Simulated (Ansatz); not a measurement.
## Bulk modulus B0 of elemental metals

Method: LDA (PAW; Ansatz, an electronic-structure program). References are measured values corrected to a static lattice. The table is a random draw of 6 from 35 solids with such references.

Values in GPa.

```tsv
solid	reference	LDA	error (%)
bcc K	3.75	4.48	+19.5
hcp Cd	53.8§ (50.7–53.8)	63.3	+17.7
hcp Ti	108	?	?
bcc Nb	173	191	+10.4
bcc Li	13.8 (13.1–13.9)	15.1	+9.4
body-centred tetragonal In	44.7¶	49.8	+11.4
```

### Question
Estimate the withheld LDA value.

### Answer
The errors of the other rows run from +9.4 % to +19.5 %, with a median of +11.4 %; carried to the reference 108 it gives 120 GPa. The run gives 127 GPa (+17.6 %), +5.8 % from the estimate; the row was drawn at random, and such an estimate is rough. Over these 6 solids the mean error is +14.3 %, the mean absolute error 14.3 % (median 14.5 %), and the worst case bcc K at +19.5 %; the value is too high in 6 of 6 cases. Over all 35, from unrounded values, the mean error is +15.7 % and the mean absolute error 15.7 % (median 11.8 %).

All these references are brought to a static lattice.

Spin–orbit coupling is left out, also for the solids with elements from indium on (body-centred tetragonal In); its size isn't shown.

§ marks references from which a value of another source on file, of any temperature and not printed here, differs by over 15 %.

¶ marks references of a special kind: body-centred tetragonal In, 44.7 GPa (measured, copied from a table, unchecked, extrapolated to 0 K and zero-point effects removed; as tabulated in Lejaeghere et al. (2013), arXiv:1204.2733).

In Ansatz's fits of the non-cubic solids, shape and atoms are relaxed at each volume.

Brackets give the range of the sources taken for a reference, where it is wide; it can hold other temperatures.

Differences are worked out from the printed values.

Each level is taken at its own relaxed cell. Ansatz's density-functional and Hartree–Fock values are scalar-relativistic unless marked +SOC, with PAW data made under PBE.

Ansatz's runs of these crystals have no spin polarisation.

Not in this set, of the elemental metals with a reference value in our tables and a result at some level: 6 for sources at odds; 3 for a reference at room or unstated temperature. These can be a level's best or worst cases. Solids without a released value at any level aren't counted. Layered and molecular crystals are counted apart. The metals Ce to Yb are counted apart.

References as tabulated in Levämäki et al. (2014), arXiv:1402.3671; doi:10.1021/acs.jctc.3c00612; Mejia-Rodriguez and Trickey (2018), arXiv:1807.09216; Lejaeghere et al. (2013), arXiv:1204.2733.
